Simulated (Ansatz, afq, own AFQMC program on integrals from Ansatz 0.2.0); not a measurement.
Ru⁺, sextet: AFQMC among the cluster methods

A free Ru cation.

Basis def2-TZVPP with its core potentials. Noble-gas cores (and the filled d shells of Ga–Kr and In–Xe) are frozen. Integrals, coupled cluster, full CI and functionals: Ansatz 0.2.0; the random walks run on the same integrals in our own AFQMC program. ph-AFQMC/CISD is guided by a CISD state made of CCSD amplitudes; releasing the constraint for a short imaginary time cuts its bias at the price of noise, slowly where states lie close. Free projection: walkers drawn from exp(T), propagated without any constraint. Its projection time is finite, and what remains of the start isn't in its error. Error bars are statistical, one sigma. No spin–orbit coupling. The metal's outer-core s and p shells are frozen, which shifts wave-function levels against functionals.

Determinant: UHF, the one that the program's search chose, which needn't be the lowest solution.

No full CI on the walks' own integrals is used here; CCSDT(Q) serves as the reference and is uncertain by about the last step of the cluster series.

Cautions: no spin-orbit coupling; outer-core shells of the metal frozen; another spin lies lower (by 1.01 eV); the released energies have errors that jump between times, so the bars are unsure, so no released level is given (meV from the phaseless value at times in 1/Eh: 800 ± 803 at 0.24, -4.2 ± 1.0 at 0.50, -5.5 ± 0.8 at 1.00, -5.3 ± 1.0 at 1.50), though the last usable value meets CCSDT(Q) within the noise.

The T1 diagnostic is 0.0073, the weight of the determinant in the CISD state is 0.961 and the ⟨S²⟩ of the determinant is 8.753. The size of the correlated space is 7 electrons in 52 orbitals.

```
  level  correlation energy (eV)
    MP2                  -3.5314
   CCSD                  -3.6806
CCSD(T)                  -3.7701
```

Problem. Estimate where phaseless AFQMC with a CISD trial lies against CCSD(T) on the same integrals.

Solution. 0.01 ± 0.02 kcal/mol above CCSD(T). The gap is under twice the noise, so this walk alone can't tell the two apart.

Reference: CCSDT(Q), correlation energy -3.776 eV.

```json
{"level": "CCSD(T)", "E − E(reference) (kcal/mol)": "0.14", "share of correlation (%)": "99.84"}
{"level": "CCSDT", "E − E(reference) (kcal/mol)": "0.03", "share of correlation (%)": "99.97"}
{"level": "ph-AFQMC/HF", "E − E(reference) (kcal/mol)": "1.55 ± 0.27", "share of correlation (%)": "98.23"}
{"level": "ph-AFQMC/CISD", "E − E(reference) (kcal/mol)": "0.15 ± 0.02", "share of correlation (%)": "99.82"}
{"level": "free AFQMC", "E − E(reference) (kcal/mol)": "-0.05 ± 0.03", "share of correlation (%)": "100.05"}
```

Free projections are given only where their last times agree within the noise and don't stop above the reference; a slow remainder of the start can still hide under it. A walk keeps the symmetry of its determinant, which the program's search chose and which needn't be the lowest solution, so a lower state of the same spin and another symmetry isn't excluded.
